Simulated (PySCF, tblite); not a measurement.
# C₅H₇F: geometry, infrared bands, NMR shifts and spin-spin couplings

Wanted: the infrared bands, NMR shifts and spin-spin couplings of C₅H₇F (`FC1=CCCC1`), by calculation.

The runs use tblite 0.8.0 and PySCF 2.14.0, with density-fitted response routines of our own; the level of theory stands in each step. All values are computed, except where a source is named. Atoms count from 0, in the outputs and in this text.

## 1. Starting geometry

13 atoms, charge 0, multiplicity 1; geometry from: force field or distance geometry start.

Bonds of the start (Å): F0–C1 1.36, C1–C2 1.35, C2–C3 1.50, C3–C4 1.52, C4–C5 1.53, C5–C1 1.50, C2–H6 1.08, C3–H7 1.09, C3–H8 1.10, C4–H9 1.09, C4–H10 1.11, C5–H11 1.11, C5–H12 1.10.

## 2. Relaxing the molecule with GFN2-xTB

What the job is given:

```
{"job": {"kind": "relax", "xc": "GFN2-xTB", "basis": "xTB"}, "charge": 0, "multiplicity": 1}
F     -1.495500     2.198800     0.050100
C     -0.664400     1.124400    -0.045400
C      0.652600     1.138300     0.235600
C      1.188700    -0.238200     0.004300
C     -0.041600    -1.073900     0.312900
C     -1.088800    -0.259300    -0.451100
H      1.277000     1.959300     0.549500
H      1.432500    -0.383400    -1.043800
H      2.051200    -0.478800     0.651100
H      0.038500    -2.109700    -0.024200
H     -0.329500    -0.968600     1.377500
H     -0.909900    -0.433200    -1.530100
H     -2.115200    -0.475300    -0.104000
```

On the command line:

```console
$ OMP_NUM_THREADS=1 python probes_run.py task.json out
```

This one command runs all jobs of the session in turn.

**Question.** This job is followed by: GFN2-xTB harmonic vibrations, gas phase; GIAO PBE0/pcSseg-1 NMR shielding, non-relativistic, gas phase; B3LYP/pcJ-1 indirect spin-spin coupling, non-relativistic, gas phase. What will the session give for the following? strongest single infrared mode (GFN2-xTB); zero-point energy (GFN2-xTB); 13C shifts against TMS (PBE0/pcSseg-1); 1H shifts against TMS (PBE0/pcSseg-1, means over atoms taken as alike); 19F shifts against CFCl3 (PBE0/pcSseg-1); largest coupling of the table (B3LYP/pcJ-1).

As calculated:

| quantity | value |
| --- | --- |
| strongest single infrared mode (GFN2-xTB) | 1742 cm⁻¹, 73 km/mol |
| zero-point energy (GFN2-xTB) | 67.1 kcal/mol |
| 13C shifts against TMS (PBE0/pcSseg-1) | 172.9, 108.4, 33.4, 30.9, 22.8 ppm |
| 1H shifts against TMS (PBE0/pcSseg-1, means over atoms taken as alike) | 5.08, 2.55, 2.49, 1.98 ppm |
| 19F shifts against CFCl3 (PBE0/pcSseg-1) | -122.6 ppm |
| largest coupling of the table (B3LYP/pcJ-1) | 1J(F,C) F0–C1, -347.5 Hz |

In words: The optimisation took 38 steps and gained 0.328 eV; among the close pairs (by a distance rule), C1–C2 changed most, from 1.347 to 1.320 Å. No mode is imaginary among the 33: a minimum at this level. The strongest single mode, at 1742 cm⁻¹, moves mainly C1 and C2. Unscaled tight-binding wavenumbers are off by several per cent, some by more. Its intensities can rank the bands wrongly. H6 (hydrogen on an alkene CH) lies farthest downfield among hydrogen, at 5.08 ppm; a vinylic proton, deshielded by the sp2 carbon and the C=C anisotropy. At PBE0/pcSseg-1: The largest span, 241 ppm, is at F0, where the paramagnetic term is -179 ppm. Of the pairs tabulated at B3LYP/pcJ-1, F0–C1 couples most strongly (-347.5 Hz; Fermi contact -339.0 Hz). Couplings across rotatable bonds belong to this one conformer; where others are populated, the observed values are averages.
